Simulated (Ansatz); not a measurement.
Species: CH4N (charge -1, singlet). It need not be the lowest isomer of its formula. Whether it binds its extra electron was not tested at this geometry. 
Coordinates optimised at B3LYP-D3(BJ)/def2-TZVP (Ansatz, a program for electronic structure):
```
N
H 1 1.0136
H 1 1.0296 2 104.76
C 1 1.5113 2 108.26 3 -122.58
H 4 1.1090 1 106.11 2 -161.25
H 4 1.1165 5 104.16 1 115.87
```
Charge -1, spin multiplicity 1.

Problem. Give the harmonic wavenumbers at B3LYP-D3(BJ)/def2-TZVP (Ansatz, finite differences of forces, unscaled).

Solution. 407, 722, 919, 965, 1162, 1206, 1469, 1610, 2739, 2842, 3167, 3452 cm⁻¹. Zero-point energy 29.5 kcal/mol.

Problem. From these and the geometry, give the ideal-gas thermochemistry at 298.15 K and 1 atm (rigid rotor, harmonic oscillator).

Solution. Point group C1, rotational symmetry number 1. Rotational constants 131.3, 23.24, 23.03 GHz. S(trans) 36.13, S(rot) 19.06, S(vib) 1.56, S(elec, spin only) 0.00, S 56.8 cal/(mol K). H(298) - H(0) 2.71 kcal/mol; G - E(el) 15.3 kcal/mol.
